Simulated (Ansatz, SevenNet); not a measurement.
Elastic constant C12 (GPa) of 20 transition metals, computed with the machine-learned potential SevenNet-l3i5 (trained on PBE and PBE+U data) and with PBE in Ansatz (plane waves, PAW). The set holds measured phases with no doubt noted on the run or the magnetic state but for the caveats below. 5 more of the class have both values but aren't in it, for one of these reasons: built or high-temperature cells, doubts on the run or the magnetic state, unlike cells, values of zero, layered or molecular crystals. Solids without a value at one level (not run, failed, or a magnetic order lost), or held back for tests, aren't counted.

All rows, in order of the shift (worked out from unrounded values):

| solid | SevenNet-l3i5 | PBE | shift (%) |
|---|---|---|---|
| double-hcp La | 23.0 | 15.3 | -33 |
| hcp Os | 328 | 220 | -33 |
| hcp Ru | 263 | 181 | -31 |
| hcp Ti | 111 | 82.7 | -25 |
| fcc Ir | 300 | 229 | -24 |
| fcc Rh | 229 | 179 | -22 |
| hcp Hf | 88.6 | 69.5 | -22 |
| hcp Tc | 265 | 219 | -17.4 |
| hcp Re | 313 | 266 | -14.9 |
| fcc Ni | 183 | 157 | -14.3 |
| fcc Cu | 141 | 123 | -13.2 |
| hcp Y | 27.7 | 25.0 | -9.6 |
| hcp Zr | 71.4 | 65.0 | -9.0 |
| fcc Ag | 84.2 | 81.0 | -3.8 |
| fcc Pt | 224 | 219 | -2.1 |
| fcc Au | 131 | 131 | -0.3 |
| fcc Pd | 147 | 152 | +3.4 |
| hcp Sc | 33.6 | 37.7 | +12.2 |
| bcc Fe | 85.9 | 147 | +71 |
| hcp Co | 64.4 | 169 | +163 |

The shift from SevenNet-l3i5 to PBE has a median of -13.8 %, and eight in ten lie between -31 % and +18.1 %; PBE is the larger in 4 of 20. Each level is at its own cell, so the shift holds the change of volume too.

Ansatz's runs of these crystals have no spin polarisation, but for bcc Fe, hcp Co, fcc Ni.

Density-functional runs with spin start from parallel moments for bcc Fe, parallel moments for hcp Co, parallel moments for fcc Ni.

Spin–orbit coupling is left out, also for the solids with elements from indium on (fcc Pt, hcp Os, double-hcp La, fcc Ir, hcp Re, hcp Hf, fcc Au); its size isn't shown.

Each level is taken at its own relaxed cell. Ansatz's density-functional and Hartree–Fock values are scalar-relativistic unless marked +SOC, with PAW data made under PBE.

Ansatz is a program for electronic structure.
